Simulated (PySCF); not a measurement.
C₄H₇ClO.
SMILES: `CCCC(=O)Cl`

Torsions of this conformer, `[CH3:1][CH2:2][CH2:3][C:4](=[O:5])[Cl:6]`: C1–C2–C3–C4 179°, C2–C3–C4–O5 -1°.

The closed-shell ground state was solved at several levels (PySCF, density fitting, gas phase, non-relativistic). One conformer (not necessarily the lowest) at the PBE0-D3(BJ)/def2-SVP geometry, without solvent, vibrations or thermal averaging.

```csv
level,basis functions,total energy (Eh),HOMO (eV),LUMO (eV),gap (eV),dipole (D)
wB97X-D/pcSseg-1,144,-691.9536,-10.49,0.89,11.38,3.09
BHandHLYP/pcSseg-1,144,-691.8854,-10.01,0.33,10.34,3.11
CAM-B3LYP/pcSseg-1,144,-691.9332,-9.95,0.30,10.25,3.01
B97-2/pcSseg-1,144,-691.9864,-8.31,-1.03,7.28,3.03
```

**Question.** Estimate the row for LC-wPBE/pcSseg-1, a basis of 144 functions; the other rows only guide the guess.

**Answer.** Total energy -691.7649 Eh, HOMO -11.27 eV, LUMO 1.50 eV, gap 12.77 eV, dipole 3.04 D.

**Question.** Over all these levels, which gives the widest orbital gap and which the narrowest?

**Answer.** LC-wPBE/pcSseg-1 (range-separated hybrid) has the widest, 12.77 eV, and B97-2/pcSseg-1 (global hybrid, 21 % exact exchange) the narrowest, 7.28 eV. From the narrowest to the widest the HOMO moves by -2.96 eV and the LUMO by +2.53 eV.

**Question.** How far do the dipole and the HOMO energy spread over the levels?

**Answer.** The dipole runs from 3.01 to 3.11 D (mean 3.06 D) and the HOMO from -11.27 to -8.31 eV.

wB97X-D is run here without its empirical dispersion term; that term would change no orbital, density or response property at a fixed geometry.
